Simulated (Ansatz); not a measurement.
# What a trial cell of Li relaxes into

Theory: DFT PBEsol, scalar-relativistic, plane waves, PAW (Ansatz 0.2.0). Cutoff 420 eV, Γ-centred k mesh, Gaussian smearing, no spin polarisation in the final step.

The start puts Li on the diamond structure type (Fd-3m, No. 227), at a guessed volume.

```xyz
2
Lattice="0.0000 2.8548 2.8548 2.8548 0.0000 2.8548 2.8548 2.8548 0.0000" Properties=species:S:1:pos:R:3 pbc="T T T"
Li    2.8548    2.8548    2.8548
Li    4.2822    4.2822    4.2822
```

Cell and atoms relax at zero pressure; the relaxation can't lower the symmetry of the start.

Energies count from the standard state of Li at the same level.

Question: What does it relax into?

Answer: It keeps Fd-3m (No. 227). The result has the diamond structure. Conventional cell: a = 5.869 Å. Li is coordinated by 4 Li at 2.54 Å.

```
Li
1.0
     0.00000    2.93428    2.93428
     2.93428    0.00000    2.93428
     2.93428    2.93428    0.00000
Li
2
Direct
  0.00000 0.00000 0.00000
  0.25000 0.25000 0.25000
```

Question: What are its volume, energy, density and gap?

Answer: The volume per atom is 25.26 Å³. The density is 0.46 g/cm³ and the energy over the standard structure is 0.52 eV/atom. The gap on the 16×16×16 mesh is 0 eV (a metal).

The final run used a 16×16×16 mesh on its 2-atom cell and 0.10 eV smearing. For metals, differences of a few meV/atom aren't resolved. A structure relaxed within its symmetry needn't be a true minimum.